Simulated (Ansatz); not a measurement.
# CH₂AlB: Born-Oppenheimer dynamics

The task is to watch the atoms for 40 steps of 1.0 fs, started with velocities for 200 K and run with a Langevin thermostat.

The runs use Ansatz 0.2.0, Gaussian basis; PBE-D4/def2-SVP.

2 further runs of the same task are left out: 2 that didn't finish.

## (1) The starting structure

SMILES `B#[C][AlH2]`, 5 atoms, charge 0, spin multiplicity 1.

Atoms are counted from 1 here; the program's logs count them from 0.

Bond lengths: B1–C2 1.316 Å, C2–Al3 1.916 Å, Al3–H4 1.554 Å, Al3–H5 1.554 Å. Angles: B1–C2–Al3 176.0°, C2–Al3–H4 123.9°, C2–Al3–H5 124.1°, H4–Al3–H5 112.0°.

As a file:

```xyz
5
CH2AlB
B     0.2912   -1.4111    2.1027
C     0.1404   -0.7275    0.9881
Al   -0.0781    0.3793   -0.5610
H    -1.0680    0.0669   -1.7179
H     0.7146    1.6924   -0.8118
```

## (2) Dynamics

File md/in.yaml:

```yaml
crystal:
  periodic: [false, false, false]
  atoms:
    - {symbol: B, position_ang: [0.291150, -1.411070, 2.102700]}
    - {symbol: C, position_ang: [0.140360, -0.727530, 0.988070]}
    - {symbol: Al, position_ang: [-0.078120, 0.379300, -0.561000]}
    - {symbol: H, position_ang: [-1.068010, 0.066900, -1.717930]}
    - {symbol: H, position_ang: [0.714620, 1.692400, -0.811840]}
basis:
  gaussian: {orbitals: def2-SVP}
hamiltonian: {xc: pbe, dispersion: d4}
md: {n_steps: 40, timestep: 1.0, temperature: 200, ensemble: nvt_langevin, seed: 992, friction: 0.05, initial_velocities: maxwell_boltzmann}
```

Started as:

```console
ansatz run in.yaml --threads 2 --pin off --events-out ev --progress --plain --max-ram 3481MiB
```

What does the calculation give? Wanted: temperature at the start; mean temperature, second half; lowest and highest potential energy, from the first frame; largest change of potential + kinetic.

**Answer**, as computed:

| quantity | value |
| --- | --- |
| length | 40 steps, 40.0 fs |
| temperature at the start | 160 K |
| mean temperature, second half | 316 K |
| lowest and highest potential energy, from the first frame | -496 and 3 meV |
| largest change of potential + kinetic | 351.9 meV |

In words: The system runs downhill by 0.50 eV, and that energy turns into motion. The thermostat trades energy with the molecule, so the sum of potential and kinetic energy isn't conserved: it changes by -285 meV over the run. The mean temperature of the second half is still well above the 200 K set. With 5 atoms the instant temperature spans 153 to 565 K. The bonding pattern stays as it was. Under Langevin the temperature counts 3N degrees of freedom, more than the drawn velocities fill, so it starts at 160 K, not 200 K.
